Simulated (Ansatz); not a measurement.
# How far a parabola holds: energy against volume of rock-salt PbS

Results of LDA in Ansatz (plane waves, PAW) for rock-salt PbS. Numerical settings: plane-wave cutoff 520 eV, 10×10×10 k mesh, Fermi–Dirac smearing 0.01 eV, scalar-relativistic PAW data made under PBE. The cell has no free parameter but its volume, all volumes share cutoff and mesh, and the runs aren't spin-polarised. Energies are free energies at the run's smearing, counted from the lowest row; static lattice.

| V (Å³/atom) | E (meV/atom) |
|---|---|
| 23.477 | ? |
| 23.976 | 8.30 |
| 24.476 | 2.01 |
| 24.975 | 0.00 |
| 25.475 | 1.96 |
| 25.974 | 7.58 |

Q: Fit E against V with a parabola, and predict the withheld value at V = 23.477.

A: With u = V - 25.0, the rows have u = -1.0240, -0.5240, -0.0250, 0.4750, 0.9740. Least squares gives E = -0.002 + 0.0979·u + 7.9560·u². Residuals (row less fit): 0.060, -0.121, -0.001, 0.120, -0.061; standard error 0.135 (degrees of freedom: 2). The fitted curve has its minimum at V = 25.0, where E = 0.00. Its curvature is d²E/dV² = 2 × 7.9560 meV/Å⁶, so B = V0·d²E/dV² × 0.1602 = 63.7 GPa. At the withheld row, u = -1.5230, so E = -0.002 + 0.0979 × (-1.5230) + 7.9560 × (-1.5230)² = 18.303 meV/atom. The calculation gives 19.56 meV/atom, 1.257 meV/atom above the prediction (6.4 % of the range of E in the table). The row lies outside the fitted rows, so this is an extrapolation. From the scatter of the fitted rows alone, a prediction at this place has a standard error of 0.320 meV/atom, so the miss is 3.9 times that.

The residuals are curvature that a parabola lacks, not noise. A solid that stiffens under compression and softens on expansion lies above the parabola at the compressed end and under it at the expanded end, as this row does. A third-order Birch-Murnaghan fit to the whole scan has B0 = 63.8 GPa. Only scans are tabulated whose curvature falls smoothly with volume, and where the parabola meets the shown rows within 5 % of their range and misses the end by 0.1 meV or more.

Measured, for comparison: bulk modulus 60 GPa (300 K, not corrected to a static lattice, K' fixed at 4.2, sources range from 52.9 to 62.8; as tabulated in PbS at high pressure, J. Appl. Phys. 113 (4), abstract). Computed less measured: bulk modulus +6 % (+1.6 % to +21 % over the range).

Spin–orbit coupling is not included; it can shift volumes and moduli of such heavy elements.

Ansatz is a first-principles code.
